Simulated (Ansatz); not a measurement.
**OF₂ (singlet): the correlation ladder, cc-pVTZ**

Aim: climb from Hartree-Fock through coupled cluster for OF₂ (singlet) at one geometry and basis, and see what each rung misses.

Program: Ansatz 0.2.0, Gaussian basis. Level of theory: cc-pVTZ, core rule «outside noble gas», up to 3 orbitals frozen. These are calculated values, not measurements.

The runs, in order: UHF; CCSD(T) on RHF; CCSD(T) on UHF; CCSDT(Q) on RHF.

### 1 The geometry

The geometry is an MP2(full)/6-31G* stationary point (not a proven minimum).

3 atoms, charge 0, spin multiplicity 1.

Atoms are counted from 1 here; the program's logs count them from 0.

Bond lengths: F1–O2 1.423 Å, O2–F3 1.423 Å. Angles: F1–O2–F3 102.6°.

In the tables R marks a restricted determinant and U an unrestricted one; energies count from the table's Hartree-Fock row.

### 2 UHF

Input file in.yaml:

```yaml
crystal:
  periodic: [false, false, false]
  atoms:
    - {symbol: F, position_ang: [0.000000, 1.110576, -0.263599]}
    - {symbol: O, position_ang: [0.000000, 0.000000, 0.626020]}
    - {symbol: F, position_ang: [0.000000, -1.110576, -0.263599]}
basis:
  gaussian: {orbitals: cc-pVTZ}
magnetization: {spin_polarized: true, initial_magnetization: 0}
hamiltonian: {xc: hf}
output: {orbitals: {seedname: orbitals}}
```

Started as:

```sh
ansatz run in.yaml --threads 1 --pin off --events-out ev --progress --plain --max-ram 4160MiB --backend cpu
```

What it wrote:

```text
Functional definition: HF
  name "HF"
  cite "Fock, Z. Phys. 61, 126 (1930) doi:10.1007/BF01340294"
  parent pbe
  exchange = exact_x
  correlation = 0
586 factors; their error is unknown
mean field evaluation 1: about -7441.2532 eV, gradient 2.7e1 eV
mean field evaluation 2: about -7442.3039 eV, gradient 2.3e1 eV
mean field evaluation 4: about -7443.6783 eV, gradient 1.2e0 eV
mean field evaluation 8: about -7443.6901 eV, gradient 2.5e-2 eV
mean field evaluation 16: about -7443.8101 eV, gradient 1.0e0 eV
mean field evaluation 32: about -7443.8196 eV, gradient 1.8e-5 eV
mean field evaluation 64: about -7443.6130 eV, gradient 2.2e0 eV
mean field -7443.81960448 eV, -273.5553248625 hartree, gradient 1.7e-5 eV, S^2 0.242322; 4 other end points of the search recorded, 0 dependent functions left out
reference -7443.81960448 eV, -273.5553248625 hartree; 13, 13 occupied and 77, 77 virtual orbitals, 586 factors
Total energy: -7443.81960448 eV, -273.5553248625 hartree
```

Wall time 2.6 s (1 thread of AMD EPYC 7R13, shared host).

From the report: ⟨S²⟩ of the determinant 0.242 (pure singlet: 0.00).

The unrestricted solution breaks the spin symmetry, so the restricted determinant is unstable here.

### 3 CCSD(T) on RHF

in.yaml, as its differences from that of step 2:

```diff
@@ -8,4 +8,3 @@
   gaussian: {orbitals: cc-pVTZ}
-magnetization: {spin_polarized: true, initial_magnetization: 0}
-hamiltonian: {xc: hf}
-output: {orbitals: {seedname: orbitals}}
+magnetization: {spin_polarized: false}
+correlation: {method: ccsd_t, electrons: outside_noble_gas}
```

The command is unchanged.

What it wrote, cut to the lines that bear on the results:

```text
Functional definition: HF
  name "HF"
  cite "Fock, Z. Phys. 61, 126 (1930) doi:10.1007/BF01340294"
  parent pbe
[...]
573 factors; integrals over basis functions are off by at most 7.6e-4 eV
[...]
mean field -7443.77235832 eV, -273.5535885982 hartree, gradient 2.8e-6 eV, S^2 0.000000; 0 other end points of the search recorded, 0 dependent functions left out; unrestricted orbitals would lower it
3 core orbitals not correlated: weight in the atoms' cores, before any rotation towards them, 1.000 or more for the frozen orbitals, at most 0.000 for the correlated occupied ones
reference -7443.77235832 eV, -273.5535885982 hartree; 10, 10 occupied and 77, 77 virtual orbitals, 573 factors
second order -20.76141077 eV of doubles, -0.00000000 eV of singles
cycle   1  -20.07749260 eV  change    6.8e-1 eV  update   1.0e-1
[...]
cycle  12  -20.81971265 eV  change   -1.9e-6 eV  update   3.7e-6
perturbative correction -0.82669357 eV, -0.0303804285 hartree
Total energy: -7465.41876455 eV, -274.3490793546 hartree
```

It took 3.1 s on 1 thread of AMD EPYC 7R13, shared host; peak memory 0.27 GiB.

From the report: correlation -21.6464 eV; T1 0.015; largest double amplitude 0.07.

### 4 CCSD(T) on UHF

in.yaml, as its differences from that of step 3:

```diff
@@ -8,3 +8,3 @@
   gaussian: {orbitals: cc-pVTZ}
-magnetization: {spin_polarized: false}
+magnetization: {spin_polarized: true, initial_magnetization: 0}
 correlation: {method: ccsd_t, electrons: outside_noble_gas}
```

Started as:

```sh
ansatz run in.yaml --threads 2 --pin off --events-out ev --progress --plain --max-ram 49920MiB --backend cuda --devices 0, --max-vram 37GiB
```

What it wrote, cut to the lines that bear on the results:

```text
Functional definition: HF
  name "HF"
  cite "Fock, Z. Phys. 61, 126 (1930) doi:10.1007/BF01340294"
  parent pbe
[...]
573 factors; integrals over basis functions are off by at most 7.6e-4 eV
[...]
mean field -7443.82014147 eV, -273.5553445965 hartree, gradient 2.3e-6 eV, S^2 0.242330; 6 other end points of the search recorded, 0 dependent functions left out
determinant -7443.82014147 eV, -273.5553445965 hartree, with singles and doubles -7464.51682101 eV, -274.3159335409 hartree
determinant -7440.63930294 eV, -273.4384509366 hartree, with singles and doubles -7460.49939884 eV, -274.1682959993 hartree
determinant -7443.77235832 eV, -273.5535885982 hartree, with singles and doubles -7464.59078677 eV, -274.3186517326 hartree
3 core orbitals not correlated: weight in the atoms' cores, before any rotation towards them, 1.000 or more for the frozen orbitals, at most 0.000 for the correlated occupied ones
reference -7443.82014147 eV, -273.5553445965 hartree; 10, 10 occupied and 77, 77 virtual orbitals, 573 factors
second order -19.90634669 eV of doubles, -0.00000000 eV of singles
cycle   1  -20.66592397 eV  change    -2.4e0 eV  update   2.3e-2
[...]
cycle  11  -20.74284800 eV  change    9.0e-6 eV  update   6.5e-6
perturbative correction -0.82608584 eV, -0.0303580945 hartree
Total energy: -7465.38907531 eV, -274.3479882951 hartree
```

Run time: 6 s. Hardware: 1 × H100 (card shared with other runs) with 2 threads of AMD EPYC 7R13, shared host; peak host memory 0.8 GiB.

From the report: ⟨S²⟩ of the determinant 0.242 (pure singlet: 0.00); correlation -21.5689 eV; T1 0.044; largest double amplitude 0.07.

### 5 CCSDT(Q) on RHF

in.yaml, as its differences from that of step 4:

```diff
@@ -8,3 +8,3 @@
   gaussian: {orbitals: cc-pVTZ}
-magnetization: {spin_polarized: true, initial_magnetization: 0}
-correlation: {method: ccsd_t, electrons: outside_noble_gas}
+magnetization: {spin_polarized: false}
+correlation: {method: ccsdt_q, electrons: outside_noble_gas}
```

The command is unchanged.

What it wrote, cut to the lines that bear on the results:

```text
Functional definition: HF
  name "HF"
  cite "Fock, Z. Phys. 61, 126 (1930) doi:10.1007/BF01340294"
  parent pbe
[...]
1179 factors; integrals over basis functions are off by at most 1.8e-7 eV
[...]
mean field -7443.77247283 eV, -273.5535928062 hartree, gradient 3.0e-6 eV, S^2 0.000000; 0 other end points of the search recorded, 0 dependent functions left out; unrestricted orbitals would lower it
3 core orbitals not correlated: weight in the atoms' cores, before any rotation towards them, 1.000 or more for the frozen orbitals, at most 0.000 for the correlated occupied ones
reference -7443.77247283 eV, -273.5535928062 hartree; 10, 10 occupied and 77, 77 virtual orbitals, 1179 factors
second order -20.76146762 eV of doubles, -0.00000000 eV of singles
cycle   1  -20.07751824 eV  change    6.8e-1 eV  update   1.2e-1
[...]
cycle  19  -21.64790378 eV  change    1.5e-7 eV  update   1.1e-6
perturbative correction -0.07305852 eV, -0.0026848510 hartree
Total energy: -7465.49343512 eV, -274.3518234476 hartree
```

It took 15 s on 1 × H100 (card shared with other runs) with 2 threads of AMD EPYC 7R13, shared host; peak host memory 0.83 GiB.

From the report: correlation -21.7210 eV; T1 0.016; largest double amplitude 0.08.

### 6 The ladder

No level here is safe as a reference; RCCSDT(Q) serves as a yardstick only. Rows without a time come out of other runs: HF, MP2 and CCSD of CCSD(T), CCSDT of CCSDT(Q).

Differences are taken before rounding.

```tsv
method	energy from the lowest RHF (meV)	from RCCSDT(Q) (meV)	time
RHF	0.0	+21721.1	
UHF	-47.8	+21673.3	
RMP2	-20761.4	+959.7	
UMP2	-19954.1	+1766.9	
RCCSD	-20819.7	+901.4	
UCCSD	-20790.6	+930.4	
RCCSD(T)	-21646.4	+74.7	3.1 s
UCCSD(T)	-21616.7	+104.4	6 s (GPU)
RCCSDT	-21648.0	+73.1	
RCCSDT(Q)	-21721.1	0	15 s (GPU)
```

Some runs used a GPU and others CPU threads alone; cost is compared among the CPU runs only.

With the free atoms at the same levels and basis (separate runs), the atomisation energy is 3.709 eV at RCCSDT(Q), 3.657 eV at RCCSD(T), 3.627 eV at UCCSD(T), -1.884 eV at RHF.

### 7 Summary of results

```
                      quantity        value
RCCSDT(Q) below the RHF energy  -21.7211 eV
           RMP2 from RCCSDT(Q)   +959.7 meV
           UMP2 from RCCSDT(Q)  +1766.9 meV
          RCCSD from RCCSDT(Q)   +901.4 meV
       RCCSD(T) from RCCSDT(Q)    +74.7 meV
       UCCSD(T) from RCCSDT(Q)   +104.4 meV
                 T1 diagnostic        0.015
```

RCCSD(T) misses by +74.7 meV, 0.3 % of the correlation energy. CCSD(T) misses by +74.7 meV on the restricted determinant and by +104.4 meV on the unrestricted one; the two need not hold the same state or core. Warnings: restricted reference is unstable; spin contamination.
